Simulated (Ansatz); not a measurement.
Diamond-structure Si, treated with PBE (Ansatz, a program for electronic structure, PAW).

Settings: plane-wave cutoff 520 eV, 12×12×12 k mesh, scalar-relativistic PAW data made under PBE.

Computed at the level's own relaxed cell.

Elastic tensor (GPa, Voigt notation, ions relaxed):

```
  152.9    56.7    56.7     0.0     0.0     0.0
   56.7   152.9    56.7     0.0     0.0     0.0
   56.7    56.7   152.9     0.0     0.0     0.0
    0.0     0.0     0.0    74.2     0.0     0.0
    0.0     0.0     0.0     0.0    74.2     0.0
    0.0     0.0     0.0     0.0     0.0    74.2
```

Worked from these constants: the tetragonal shear constant is C′ = (C11 − C12)/2 = 48.1 GPa against C44 = 74.2 GPa, so the tetragonal shear is the softer. The Zener ratio C44/C′ is 1.54 (1 for an isotropic solid), and the Cauchy pressure C12 − C44 is -17.5 GPa. With C11 + 2C12 = 266.3 GPa all three Born conditions hold; they don't test modes at the zone boundary.

Measured, for comparison: elastic constant C11 168 GPa, elastic constant C12 64.9 GPa, elastic constant C44 80.2 GPa (low temperature, zero-point motion not removed; as tabulated in Tanner et al. (2021), arXiv:2110.11888). Computed (rounded) less measured: elastic constant C11 -9 %, elastic constant C12 -13 %, elastic constant C44 -7 %.

The computed numbers hold no vibrational or temperature effects.
